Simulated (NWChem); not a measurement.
**How basis sets differ on AlCl (aluminium monochloride)**

AlCl has 2 atoms, charge 0, and is taken as a singlet. As SMILES, `[Al][Cl]`. The bond length is the measured one.

```
atom   x (Å)   y (Å)   z (Å)
  Al  0.0000  0.0000  0.0000
  Cl  0.0000  0.0000  2.1301
```

Each level gives the dipole moment (D). The values are calculated.

| level | kind | program | value (D) | CPU time |
| --- | --- | --- | --- | --- |
| BP86/6-31G* (spherical functions) | GGA | NWChem | 1.40 | 3.2 s |
| BP86/6-31++G** (spherical functions) | GGA | NWChem | 1.64 | 3.7 s |
| BP86/6-311+G** | GGA | NWChem | 1.67 | 4.3 s |
| BP86/6-311++G(2d,2p) | GGA | NWChem | 1.46 | 6.1 s |

The values span 1.40 to 1.67 D. Times are those of the runs behind each value, whatever else they computed, on shared processors of several kinds: orders of magnitude only.
